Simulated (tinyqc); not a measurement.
Inside a calculation. Method: Pariser-Parr-Pople SCF with singles CI, for the molecule C=CC=C[CH2+] (SMILES; centres numbered as the heavy atoms are written). One step of it, computed by the program tinyqc.

Task: PPP integrals. Ohno: gamma = 14.399645/sqrt(R^2 + a^2), a = 2 x 14.399645/(gamma_rr + gamma_ss); H_rr = -W_r - sum_(s != r) z_s gamma_rs; H_rs = beta for bonds.

Centres (angstrom, eV; a flat drawing with bonds scaled to 1.40 angstrom):

| centre | x | y | core charge z | W | gamma_rr |
|---|---|---|---|---|---|
| 1C | -2.425000 | -0.280000 | 1 | 11.160000 | 11.130000 |
| 2C | -1.212000 | 0.420000 | 1 | 11.160000 | 11.130000 |
| 3C | 0.000000 | -0.280000 | 1 | 11.160000 | 11.130000 |
| 4C | 1.212000 | 0.420000 | 1 | 11.160000 | 11.130000 |
| 5C | 2.425000 | -0.280000 | 1 | 11.160000 | 11.130000 |

Resonance integrals (eV):

| i | j | beta |
|---|---|---|
| 1 | 2 | -2.570000 |
| 2 | 3 | -2.570000 |
| 3 | 4 | -2.570000 |
| 4 | 5 | -2.570000 |

Give: repulsion gamma_rs; core matrix H.

Result:

repulsion gamma_rs (eV):
```
         1C       2C       3C       4C       5C
1C  11.1300   7.5524   5.2390   3.6704   2.8687
2C   7.5524  11.1300   7.5550   5.2407   3.6704
3C   5.2390   7.5550  11.1300   7.5550   5.2390
4C   3.6704   5.2407   7.5550  11.1300   7.5524
5C   2.8687   3.6704   5.2390   7.5524  11.1300
```

core matrix H (eV):
```
          1C        2C        3C        4C        5C
1C  -30.4905   -2.5700    0.0000    0.0000    0.0000
2C   -2.5700  -35.1785   -2.5700    0.0000    0.0000
3C    0.0000   -2.5700  -36.7480   -2.5700    0.0000
4C    0.0000    0.0000   -2.5700  -35.1785   -2.5700
5C    0.0000    0.0000    0.0000   -2.5700  -30.4905
```
